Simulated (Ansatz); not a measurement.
in.yaml

```yaml
crystal:
  periodic: [false, false, false]
  atoms:
    - {symbol: Si, position_ang: [0.000000, 0.000000, 0.000000]}
    - {symbol: N, position_ang: [0.000000, 0.000000, 1.889000]}
basis:
  gaussian: {orbitals: 6-31G}
magnetization: {spin_polarized: false, initial_magnetization: 1}
correlation: {method: bccd_t, electrons: outside_noble_gas}
```

```sh
$ ansatz run in.yaml --threads 1 --pin off --events-out ev --progress --plain --max-ram 2393MiB
```

Output:

```
272 factors; integrals over basis functions are off by at most 1.2e-4 eV
mean field evaluation 1: about -9330.4652 eV, gradient 4.0e1 eV
mean field evaluation 2: about -9330.5058 eV, gradient 4.0e1 eV
mean field evaluation 4: about -9336.9051 eV, gradient 2.3e0 eV
mean field evaluation 8: about -9337.1606 eV, gradient 7.9e-1 eV
mean field evaluation 16: about -9337.1704 eV, gradient 2.2e-6 eV
mean field evaluation 32: about -9338.2077 eV, gradient 1.9e-6 eV
mean field evaluation 64: about -9337.1704 eV, gradient 1.1e-5 eV
mean field evaluation 96: about -9338.2070 eV, gradient 1.5e-1 eV
mean field evaluation 128: about -9336.9317 eV, gradient 6.6e0 eV
mean field evaluation 160: about -9338.2077 eV, gradient 1.6e-6 eV
...
cycle   9  -5.60097383 eV  change    5.6e-4 eV  update   7.1e-4
cycle  10  -5.60060759 eV  change    3.7e-4 eV  update   3.6e-4
cycle  11  -5.60045480 eV  change    1.5e-4 eV  update   2.0e-4
cycle  12  -5.60034796 eV  change    1.1e-4 eV  update   9.5e-5
cycle  13  -5.60040678 eV  change   -5.9e-5 eV  update   5.7e-5
cycle  14  -5.60025349 eV  change    1.5e-4 eV  update   4.0e-5
cycle  15  -5.60031643 eV  change   -6.3e-5 eV  update   2.5e-5
cycle  16  -5.60025110 eV  change    6.5e-5 eV  update   1.6e-5
cycle  17  -5.60026027 eV  change   -9.2e-6 eV  update   8.8e-6
cycle  18  -5.60025878 eV  change    1.5e-6 eV  update   5.0e-6
perturbative correction -0.47112238 eV, -0.0173134283 hartree
WARN: the results are in doubt because among natural orbitals full CI differs from the method by -0.112 eV
Total energy: -9343.24181263 eV, -343.3578035376 hartree
In doubt: among natural orbitals full CI differs from the method by -0.112 eV
```

For the same geometry and basis full CI lies 132.1 meV lower.

Ran on 1 thread of Arm Neoverse V2, shared host: 1.6 s wall, 0.17 GiB peak host memory.
